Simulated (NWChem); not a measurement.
Everything below was run with NWChem. System: C2H4, charge 0, spin multiplicity 1, displaced from the optimised geometry. Level: MP2/cc-pVDZ, 2 core orbitals frozen, spin-restricted.

The NWChem input:

```
start mol
memory heap 200 mb stack 900 mb global 1100 mb
geometry units angstroms nocenter noautoz noautosym
  C      0.000000     0.000000     0.670281
  C      0.000000     0.000000    -0.670281
  H      0.937449     0.000000     1.250738
  H     -0.937449     0.000000     1.250738
  H     -0.862453     0.000000    -1.204301
  H      0.937449     0.000000    -1.250738
end
basis spherical
  * library cc-pvdz
end
scf
  rhf
  nopen 0
  maxiter 100
  thresh 1e-7
  semidirect memsize 60000000 filesize 0
end
mp2
  freeze core 2
end
task mp2 energy
```

Part of the output:

```
             Northwest Computational Chemistry Package (NWChem) 7.3.0
             --------------------------------------------------------

                                NWChem Input Module
                                -------------------

 Scaling coordinates for geometry "geometry" by  1.889725989
 (inverse scale =  0.529177249)

                             Geometry "geometry" -> ""
                             -------------------------

 Output coordinates in angstroms (scale by  1.889725989 to convert to a.u.)

  No.       Tag          Charge          X              Y              Z
 ---- ---------------- ---------- -------------- -------------- --------------
    1 C                    6.0000     0.00000000     0.00000000     0.67028100
    2 C                    6.0000     0.00000000     0.00000000    -0.67028100
    3 H                    1.0000     0.93744900     0.00000000     1.25073800
    4 H                    1.0000    -0.93744900     0.00000000     1.25073800
    5 H                    1.0000    -0.86245300     0.00000000    -1.20430100
    6 H                    1.0000     0.93744900     0.00000000    -1.25073800

 Effective nuclear repulsion energy (a.u.)      33.3206161133

            Nuclear Dipole moment (a.u.)
            ----------------------------
        X                 Y               Z
 ---------------- ---------------- ----------------
     0.1417218902     0.0000000000     0.0877532057


 Summary of "ao basis" -> "" (spherical)
 ------------------------------------------------------------------------------
       Tag                 Description            Shells   Functions and Types
 ---------------- ------------------------------  ------  ---------------------
 *                          cc-pvdz                   on all atoms

 Summary of "ao basis" -> "ao basis" (spherical)
 ------------------------------------------------------------------------------
       Tag                 Description            Shells   Functions and Types
 ---------------- ------------------------------  ------  ---------------------
 C                          cc-pvdz                  6       14   3s2p1d
 H                          cc-pvdz                  3        5   2s1p

                                 NWChem SCF Module
                                 -----------------

  ao basis        = "ao basis"
  functions       =    48
  atoms           =     6
  closed shells   =     8
  open shells     =     0
  charge          =   0.00
  wavefunction    = RHF
  use symmetry    = F
  symmetry adapt  = F

 Summary of "ao basis" -> "ao basis" (spherical)
 ------------------------------------------------------------------------------
       Tag                 Description            Shells   Functions and Types
 ---------------- ------------------------------  ------  ---------------------
 C                          cc-pvdz                  6       14   3s2p1d
 H                          cc-pvdz                  3        5   2s1p

 Forming initial guess at       0.0s

      Superposition of Atomic Density Guess
      -------------------------------------

 Sum of atomic energies:         -77.32940822

      Non-variational initial energy
      ------------------------------

 Total energy =     -78.448390
 1-e energy   =    -167.965037
 2-e energy   =      56.196031
 HOMO         =      -0.337376
 LUMO         =       0.002036

 Starting SCF solution at       0.1s

 ----------------------------------------------
         Quadratically convergent ROHF
[...]
   Bfn.  Coefficient  Atom+Function         Bfn.  Coefficient  Atom+Function
  ----- ------------  ---------------      ----- ------------  ---------------
     8      0.748178  1 C  py                22     -0.747072  2 C  py
     5      0.344332  1 C  py                19     -0.343292  2 C  py

 Vector   10  Occ=0.000000D+00  E= 2.034674D-01
              MO Center=  1.6D-01,  9.2D-17,  1.7D-01, r^2= 5.7D+00
   Bfn.  Coefficient  Atom+Function         Bfn.  Coefficient  Atom+Function
  ----- ------------  ---------------      ----- ------------  ---------------
     3      1.447508  1 C  s                 17      1.345391  2 C  s
    30     -1.049308  3 H  s                 45     -0.930595  6 H  s
    35     -0.907635  4 H  s                 40     -0.848864  5 H  s
     9      0.550936  1 C  pz                23     -0.505917  2 C  pz

 Vector   11  Occ=0.000000D+00  E= 2.319782D-01
              MO Center= -9.0D-02, -1.3D-16,  7.6D-02, r^2= 6.1D+00
   Bfn.  Coefficient  Atom+Function         Bfn.  Coefficient  Atom+Function
  ----- ------------  ---------------      ----- ------------  ---------------
    35      1.568915  4 H  s                 45     -1.478947  6 H  s
     3     -0.769257  1 C  s                  7      0.692239  1 C  px
    21      0.670756  2 C  px                17      0.624106  2 C  s
    40      0.585324  5 H  s                 30     -0.499130  3 H  s
     4      0.202349  1 C  px                18      0.192432  2 C  px

 center of mass
 --------------
 x =   0.00509541 y =   0.00000000 z =   0.00315504

 moments of inertia (a.u.)
 ------------------
          60.615281984025           0.000000000000           0.482178120352
           0.000000000000          72.780126032471           0.000000000000
           0.482178120352           0.000000000000          12.164844048445

  Mulliken analysis of the total density
  --------------------------------------

    Atom       Charge   Shell Charges
 -----------   ------   -------------------------------------------------------
    1 C    6     6.12   2.00  0.66  0.47  1.95  0.99  0.06
    2 C    6     6.06   2.00  0.65  0.42  1.98  0.94  0.06
    3 H    1     0.95   0.74  0.17  0.03
    4 H    1     0.95   0.74  0.17  0.03
    5 H    1     0.97   0.79  0.15  0.04
    6 H    1     0.95   0.74  0.17  0.03

       Multipole analysis of the density wrt the origin
       ------------------------------------------------

     L   x y z        total         open         nuclear
     -   - - -        -----         ----         -------
     0   0 0 0     -0.000000      0.000000     16.000000

     1   1 0 0     -0.011279      0.000000      0.141722
     1   0 1 0     -0.000000      0.000000      0.000000
     1   0 0 1     -0.009116      0.000000      0.087753

     2   2 0 0     -9.184287      0.000000     12.071115
     2   1 1 0     -0.000000      0.000000      0.000000
     2   1 0 1     -0.002907      0.000000     -0.477987
     2   0 2 0    -11.588005      0.000000      0.000000
     2   0 1 1      0.000000      0.000000      0.000000
     2   0 0 2     -8.977370      0.000000     41.191145

                   NWChem MP2 Semi-direct Energy/Gradient Module
                   ---------------------------------------------

  Basis functions       =     48
  Molecular orbitals    =     48
  Frozen core           =      2
  Frozen virtuals       =      0
  Active alpha occupied =      6
  Active beta occupied  =      6
  Active alpha virtual  =     40
  Active beta virtual   =     40
  Use MO symmetry       = F
  Use skeleton AO sym   = F

  AO/Fock/Back tols     =   1.0D-09  1.0D-09  1.0D-09

 GA uses MA = F    GA memory limited = T

 Available:
  local mem=  1.26D+08
 global mem=  1.44D+08
 local disk=  0.00D+00
  mp2_memr nvloc                    40
  nvloc new                    40
   1 passes of   6:        2097152                      10820                    963621.
   1 passes of   6: M    126153520           G      144174592           F     124056368.

 Semi-direct pass number   1 of   1  for RHF alpha+beta  at        0.2s
  vrange nnbf                  1176
  mp2_eaftype                    10  avail_ma_in_mb                  1099
 EAF : mp2_eaftype filesize          10     481811.
  mp2_eaf for mointskh                     10
Node 0 wrote      2.3 Mb in      0.0 s     Agg I/O rate:  1995.5 Mb/s
 Done moints_semi at        0.5s
  mp2_eaftype                    10  avail_ma_in_mb                  1089
 EAF : mp2_eaftype filesize          10     481811.
  mp2_eaf for kh                    10
 Done maket at        0.5s
 Done multipass loop at        0.5s

          -------------------------------------------
          SCF energy                 -78.035068774917
          Correlation energy          -0.275030057868
          Singlet pairs               -0.184478466219
          Triplet pairs               -0.090551591649
          Total MP2 energy           -78.310098832785
          -------------------------------------------

          ---------------------------------------------------
                    Spin Component Scaled (SCS) MP2
          Same spin pairs                     -0.060367727766
          Same spin scaling factor             0.333333333333
          Opposite spin pairs                 -0.214662330102
          Opposite spin scaling fact.          1.200000000000
          SCS-MP2 correlation energy          -0.277717372044
          Total SCS-MP2 energy               -78.312786146962
          ---------------------------------------------------

 -----------------------
 Performance information
 -----------------------

 Timer overhead =  1.56D-07 seconds/call

               Nr. of calls         CPU time (s)                 Wall time (s)                GFlops
             ---------------    -------------------     ------------------------------   -------------------
Name         Min   Avg   Max    Min     Avg     Max     Min     Avg     Max   Mx/calls   Min     Max     Sum
mp2: moin     1     1     1   0.30    0.30    0.30     0.30    0.30    0.30    0.30      0.0     0.0     0.0
mp2: make     1     1     1   1.61E-2 1.61E-2 1.61E-2  1.61E-2 1.61E-2 1.61E-2 1.61E-2   0.0     0.0     0.0
mp2: tota     1     1     1   0.33    0.33    0.33     0.33    0.33    0.33    0.33      0.0     0.0     0.0

 The average no. of pstat calls per process was 3.00D+00
 with a timing overhead of 4.69D-07s

 Task  times  cpu:        0.5s     wall:        0.5s

 Total times  cpu:        0.6s     wall:        0.6s
```
